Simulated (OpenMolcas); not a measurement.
# One shape, several levels: AlPH6 (SMILES [AlH3-][PH3+])

Wanted: a comparison of 6 runs (PBE/6-31G, B3LYP/6-31G*, B2PLYP/6-31+G*, CISD/pc-0, CCSD/def2-TZVP) of AlPH6. 

Program for the calculation: OpenMolcas 26.06.

4 further runs of the same task are left out: 4 set aside as unsound or not needed.

## 1. The system as given

The species is AlPH6 (8 atoms), meant as a singlet with charge 0. As SMILES, `[AlH3-][PH3+]`. Geometry: a GFN2-xTB relaxation, a rough one for these elements and not checked as a minimum.

Bond lengths: Al1–P2 2.531 Å, Al1–H3 1.568 Å, Al1–H4 1.569 Å, Al1–H5 1.568 Å, P2–H6 1.382 Å, P2–H7 1.383 Å, P2–H8 1.382 Å. Some angles: Al1–P2–H6 121.6°, Al1–P2–H7 122.7°, Al1–P2–H8 121.7°, P2–Al1–H3 96.2°, P2–Al1–H4 95.8°, P2–Al1–H5 95.7°, H6–P2–H7 94.4°, H6–P2–H8 94.6°, H7–P2–H8 94.6°, H3–Al1–H4 119.1°.

## 2. Energy and gradient at PBE/6-31G (run 1)

The input, test.input:

```
&GATEWAY
  BasLib
  $CurrDir
  Coord
  8
  angstrom
  Al      -0.494910       0.176720      -1.383090
  P        0.354350      -0.131300       0.980840
  H        0.479950      -0.854750      -2.049390
  H       -1.971260      -0.256910      -1.077990
  H       -0.159530       1.706380      -1.471330
  H        0.878810       0.923450       1.704510
  H        1.384890      -0.998040       1.296750
  H       -0.472280      -0.565540       1.999720
  Basis
  6-31G
  Group
  NoSym

&SEWARD
  GridInput
  Grid=UltraFine
  End of Grid

&SCF
  KSDFT
  PBE
  Thresholds
  1e-10 1e-07 1e-07 1e-05
  PrOrbitals
  1 2

&ALASKA
```

The basis set 6-31G is read from a file made from the Basis Set Exchange's data (not shown).

Started as:

```
export MOLCAS_MEM=1860
pymolcas test.input > test.log
```

The log of the run:

```text
--- Start Module: gateway ---
[...]
--- Stop Module: gateway /rc=_RC_ALL_IS_WELL_ ---
[...]
      Basis functions           38
[...]
--- Start Module: scf ---
[...]
       Convergence after  11 Iterations
[...]
::    Total KS-DFT energy                            -586.9402438365
[...]
      Total spin, S                                     0.0000000000
[...]
      Total electronic charge=   34.000000
      Total            charge=   -0.000000
[...]
      Dipole Moment (debye):
      Origin of the operator (angstrom)=   -0.0349    0.0102   -0.1021
                   X=  1.5266E+00               Y= -5.5338E-01               Z=  4.2519E+00           Total=  4.5514E+00
      Quadrupole Moment (debye*angstrom):
[...]
 *              Molecular gradients               *
 **************************************************
  Irreducible representation: a
 ------------------------------------------------------------------------------------------
                              X                       Y                       Z
 ------------------------------------------------------------------------------------------
  AL1              -6.81655724060537E-04    2.62822856111455E-04   -2.17076037146224E-03
  P2                6.75974152356096E-03   -2.44665787179965E-03    2.06645029381578E-02
  H3               -8.78987269373610E-03    9.69841775277391E-03    7.80428577104808E-03
  H4                1.44904579638281E-02    3.96166486176730E-03   -1.39555402347691E-03
  H5               -2.69564135314626E-03   -1.47273612004875E-02    2.33682098317467E-03
  H6               -9.65913980965594E-03   -2.57971970664612E-02   -1.00233774314140E-02
  H7               -2.14231185241518E-02    1.96029767001833E-02   -8.25662886134726E-05
  H8                2.19992286173483E-02    9.44533396790770E-03   -1.71333515774132E-02
[...]
```

Run time: 13 s. Hardware: 1 thread of Arm Neoverse V1, shared host; peak memory 0.37 GiB.

## 3. Energy and gradient at B3LYP/6-31G(d) (spherical functions) (run 2)

The input, test.inp:

```
&gateway
  baslib
  $CurrDir
  coord
  8
  angstrom
  Al      -0.494910       0.176720      -1.383090
  P        0.354350      -0.131300       0.980840
  H        0.479950      -0.854750      -2.049390
  H       -1.971260      -0.256910      -1.077990
  H       -0.159530       1.706380      -1.471330
  H        0.878810       0.923450       1.704510
  H        1.384890      -0.998040       1.296750
  H       -0.472280      -0.565540       1.999720
  basis
  6-31Gs
  group
  NoSym

&seward
  gridinput
  Grid=UltraFine
  End of Grid

&scf
  ksdft
  B3LYP
  thresholds
  1e-10 1e-07 1e-07 1e-05
  prorbitals
  1 1

&alaska
```

The basis set 6-31G* is read from a file made from the Basis Set Exchange's data (not shown).

Started as:

```
export MOLCAS_MEM=1860
pymolcas test.inp > test.log
```

The log of the run:

```text
--- Start Module: gateway ---
[...]
--- Stop Module: gateway /rc=_RC_ALL_IS_WELL_ ---
[...]
      Basis functions           48
[...]
--- Start Module: scf ---
[...]
       Convergence after  11 Iterations
[...]
::    Total KS-DFT energy                            -587.3579285420
[...]
      Total spin, S                                     0.0000000000
[...]
      Total electronic charge=   34.000000
      Total            charge=   -0.000000
[...]
      Dipole Moment (debye):
      Origin of the operator (angstrom)=   -0.0349    0.0102   -0.1021
                   X=  1.3792E+00               Y= -5.0384E-01               Z=  3.8335E+00           Total=  4.1051E+00
      Quadrupole Moment (debye*angstrom):
[...]
 *              Molecular gradients               *
 **************************************************
  Irreducible representation: a
 ------------------------------------------------------------------------------------------
                              X                       Y                       Z
 ------------------------------------------------------------------------------------------
  AL1               3.25388310999042E-04   -1.32025117911105E-04    5.72589100906740E-04
  P2                7.80175871961664E-04   -4.63873552264682E-04    3.77152516799395E-03
  H3               -4.60732367857641E-03    5.22070070986214E-03    4.65145478724938E-03
  H4                7.93776715913808E-03    2.10811733719241E-03   -3.12313195897473E-04
  H5               -1.32620793231852E-03   -7.99768590757122E-03    1.69843432701888E-03
  H6               -4.84264082624586E-03   -1.51214489986908E-02   -4.02199329844644E-03
  H7               -1.15940052005539E-02    1.11201904358338E-02    1.83970975007153E-03
  H8                1.33268462955840E-02    5.26602509353857E-03   -8.19940663893348E-03
[...]
```

Wall time 16 s (1 thread of Arm Neoverse V1, shared host); peak memory 0.38 GiB.

Run 3 isn't shown in full; the table further down has it.

## 4. The energy at B2PLYP/6-31+G(d) (spherical functions) (run 4)

The input, coord.xyz:

```xyz
8

Al    -0.494910     0.176720    -1.383090
P      0.354350    -0.131300     0.980840
H      0.479950    -0.854750    -2.049390
H     -1.971260    -0.256910    -1.077990
H     -0.159530     1.706380    -1.471330
H      0.878810     0.923450     1.704510
H      1.384890    -0.998040     1.296750
H     -0.472280    -0.565540     1.999720
```

The input, job.input:

```
>>> EXPORT MOLCAS_PRINT=2

&gateway
 baslib=$CurrDir
 coord=coord.xyz
 basis=6-31pGs
 group=NoSym

&seward
 gridinput
 Grid=UltraFine
 End of Grid

&scf
 ksdft=B2PLYP_SCF
 thresholds=1e-10 1e-07 1e-07 1e-05
 prorbitals=1 2

&mbpt2
 frozen=10
```

The basis set 6-31+G* is read from a file made from the Basis Set Exchange's data (not shown).

Started as:

```
export MOLCAS_MEM=1860
pymolcas job.input > job.log
```

The log of the run:

```text
--- Start Module: gateway ---
[...]
--- Stop Module: gateway /rc=_RC_ALL_IS_WELL_ ---
[...]
      Basis functions           56
[...]
--- Start Module: scf ---
[...]
       Convergence after  10 Iterations
[...]
::    Total KS-DFT energy                            -586.9677987789
[...]
      Total spin, S                                     0.0000000000
[...]
      Total electronic charge=   34.000000
      Total            charge=   -0.000000
[...]
      Dipole Moment (debye):
      Origin of the operator (angstrom)=   -0.0349    0.0102   -0.1021
                   X=  1.3764E+00               Y= -5.0453E-01               Z=  3.8218E+00           Total=  4.0933E+00
      Quadrupole Moment (debye*angstrom):
[...]
--- Stop Module: scf /rc=_RC_ALL_IS_WELL_ ---
[...]
--- Start Module: mbpt2 ---
[...]
 ###    WARNING: MP2 implementation intended for RHF references only         ###
 ###############################################################################
MBPT2 WARNING: Reference function according to RunFile:KS-DFT
I'll assume you know what you're doing and continue
WARNING!
Default frozen orbitals as non valence orbitals is overwritten by user input.
Default values:   7
[...]
       Reference weight ( Cref**2 )         =        0.88936
::    Total MBPT2 energy                             -587.1753361319
[...]
      Total MBPT2 calculations                           0.06      0.07
--- Stop Module: mbpt2 /rc=_RC_ALL_IS_WELL_ ---
[...]
```

It took 11 s on 1 thread of Arm Neoverse V1, shared host; peak memory 0.39 GiB.

Run 5 isn't shown in full; the table further down has it.

## 5. A single-point energy at CCSD/def2-TZVP (Cholesky decomposition) (run 6)

The input, job.inp:

```
* AlH6P CCSD

&GATEWAY
  BASLIB = $CurrDir
  COORD
  8
  angstrom
  Al      -0.494910       0.176720      -1.383090
  P        0.354350      -0.131300       0.980840
  H        0.479950      -0.854750      -2.049390
  H       -1.971260      -0.256910      -1.077990
  H       -0.159530       1.706380      -1.471330
  H        0.878810       0.923450       1.704510
  H        1.384890      -0.998040       1.296750
  H       -0.472280      -0.565540       1.999720
  BASIS = def2-TZVP
  GROUP = NoSym

&SEWARD
  HIGH

&SCF
  THRESHOLDS = 1e-10 1e-07 1e-07 1e-05
  PRORBITALS = 1 2

&CHCC
  FROZEN = 10
  THRESHOLD = 1e-08
  MAXITERATIONS = 80
```

The basis set def2-TZVP is read from a file made from the Basis Set Exchange's data (not shown).

Started as:

```
export MOLCAS_MEM=1860
pymolcas job.inp > job.log
```

The log of the run:

```text
--- Start Module: gateway ---
[...]
--- Stop Module: gateway /rc=_RC_ALL_IS_WELL_ ---
[...]
      Basis functions          110
[...]
--- Start Module: scf ---
[...]
       Convergence after  12 Iterations
[...]
::    Total SCF energy                               -586.1378823600
[...]
      Total spin, S                                     0.0000000000
[...]
      Total electronic charge=   34.000000
      Total            charge=   -0.000000
[...]
      Dipole Moment (debye):
      Origin of the operator (angstrom)=   -0.0349    0.0102   -0.1021
                   X=  1.3679E+00               Y= -5.0228E-01               Z=  3.7973E+00           Total=  4.0673E+00
      Quadrupole Moment (debye*angstrom):
[...]
--- Stop Module: scf /rc=_RC_ALL_IS_WELL_ ---
[...]
--- Start Module: chcc ---
[...]
--- Stop Module: chcc /rc=_RC_ALL_IS_WELL_ ---
[...]
```

It took 4.4 min on 1 thread of Arm Neoverse V1, shared host.

## 6. Overview of the runs

| run | level | Cartesian functions | task | energy (Eh) | dipole moment (D) of the reference | HOMO energy (eV) | LUMO energy (eV) | wall time |
| --- | --- | --- | --- | --- | --- | --- | --- | --- |
| 1 | PBE/6-31G | no | gradient | -586.940244 | 4.55 | -6.54 | -0.53 | 13 s |
| 2 | B3LYP/6-31G* (spherical functions) | no | gradient | -587.357929 | 4.11 | -7.60 | -0.20 | 16 s |
| 3 | B3LYP/6-31G* (Cartesian functions) | yes | gradient | -587.361846 | 4.11 | -7.60 | -0.20 | 17 s |
| 4 | B2PLYP/6-31+G* (spherical functions) | no | energy | -587.023834 | 4.09 | -9.02 | 0.12 | 11 s |
| 5 | CISD/pc-0 | no | energy | -585.890407 | 4.56 | -10.99 | 3.25 | 2 s |
| 6 | CCSD/def2-TZVP (Cholesky decomposition) | no | energy | -586.441386 | 4.07 | -11.03 | 2.61 | 4.4 min |

## 7. What came out

| quantity | value |
| --- | --- |
| run 6: total energy | -586.44139 Eh |
| run 6: dipole moment (mean-field density) | 4.07 D |
| run 6: HOMO energy (Hartree–Fock orbitals) | -11.03 eV |
| run 6: LUMO energy (Hartree–Fock orbitals) | 2.61 eV |
| run 6: HOMO–LUMO gap (Hartree–Fock orbitals) | 13.64 eV |
| run 6: correlation energy (10 core orbitals frozen) | -303.5 mEh |

Over runs 1, 2, 3, 4 the dipole moment (its size) runs from 4.09 D (B2PLYP/6-31+G*) to 4.55 D (PBE/6-31G). The two ends differ in method and basis. A double hybrid's value is that of its SCF part. Over runs 1, 2, 3, 4 the HOMO–LUMO gap runs from 6.01 eV (PBE/6-31G) to 9.14 eV (B2PLYP/6-31+G*). For B2PLYP the log adds the whole second-order term; the table takes 0.27 of it, as the functional is defined. Totals of different functionals can't be ranked against each other. All runs together took 5.4 min, the longest 4.4 min.
